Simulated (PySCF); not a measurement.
## Property card for `C=COC=C` (vinyl ether)

Species: vinyl ether, C₄H₆O.
Bonds: C1–C2 (double), C2–O3, O3–C4, C4–C5 (double). Hydrogens: H6, H7 on C1; H8 on C2; H9 on C4; H10, H11 on C5.

Among its groups: C=C double bond and ether.

GFN2-xTB geometry:

```yaml
Point_group_of_the_GFN2-xTB_geometry: C2v
Rotational_constants_A_B_C_of_the_GFN2-xTB_geometry: 35.569, 2.534, 2.365 GHz
```

From PBE0/pcSseg-1 ground state and GIAO shieldings, non-relativistic (PySCF):

```yaml
Dipole_moment: 1.41 D
HOMO_energy: -6.45 eV
LUMO_energy: 0.33 eV
HOMO–LUMO_gap: 6.78 eV
Lowest_Hirshfeld_atomic_charge: -0.14 e on C1/C5
Highest_Hirshfeld_atomic_charge: +0.05 e on H6, H7, H8, H9, H10, H11
13C_chemical_shifts_computed_TMS_as_zero_by_class: 157.8 (C2/C4), 96.4 (C1/C5) ppm
1H_chemical_shifts_computed_TMS_as_zero_by_class: 6.52 (H8/H9), 4.84 (H7/H11), 4.39 (H6/H10) ppm
Isotropic_shieldings_of_nuclei_other_than_C_and_H_by_class: 134 (O3) ppm
Mayer_bond_orders_between_heavy_atoms: C1–C2 1.94, C2–O3 0.98, O3–C4 0.98, C4–C5 1.94
```

Monoisotopic mass from the formula: 70.0419 u.

The rotational constants make it an asymmetric top with κ = (2B − A − C)/(A − C) = -0.99, nearer the prolate limit (−1). In atomic units the dipole is 0.55 e·bohr (1 au = 2.5417 D). A dipole of 1.41 D is allowed in C2v, and pure rotational transitions are dipole-allowed. With B = h/(8π²I), that is 505.379 GHz u Å² over I, the principal moments of inertia are 14.2, 199.5 and 213.7 u Å² (most abundant isotopes); the inertial defect Ic − Ia − Ib is 0.0 u Å² (zero for a rigid planar frame, negative otherwise).

One conformer (not necessarily the lowest) at the GFN2-xTB geometry, without solvent, vibrations or thermal averaging.

For the NMR shielding job (PBE0/pcSseg-1), cost: about 7 s of CPU time on one thread; the machine was shared, so the figure is rough.

Conformer computed: `[CH2:1]=[CH:2][O:3][CH:4]=[CH2:5]`: C1–C2–O3–C4 180°, C2–O3–C4–C5 180°.
